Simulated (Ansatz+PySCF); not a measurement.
doublet C₃H₃: levels of theory in one basis

```xyz
6

C     0.0000    0.0000   -0.2774
C     0.0000    0.0000   -1.5197
H     0.0000    0.0000   -2.5819
C     0.0000    0.0000    1.0895
H     0.0000   -0.9300    1.6448
H     0.0000    0.9300    1.6448
```

Basis set: cc-pVTZ (spherical functions). Left uncorrelated: 3 orbitals. Correlation on ROHF uses semicanonical orbitals with singles. Charge 0, multiplicity 2.

Computed with Ansatz (development build ahead of 0.2.0) and PySCF 2.14.0; each method stands on the lowest determinant of its kind that the runs found.

| method | E − E(ROHF) (eV) | <S²> of the determinant |
| --- | --- | --- |
| ROHF | 0.00 | 0.75 |
| UHF | -0.53 | 1.01 |
| ROHF-MP2 | -12.56 | – |
| ROHF-CCSD(T) | -13.76 | – |

What does UHF-MP2 give on the same scale?

-12.07 eV.

Caution for UHF, UHF-MP2: the unrestricted determinant is spin contaminated. Caution for ROHF-MP2, UHF-MP2: forces differ strongly between restricted and unrestricted references.
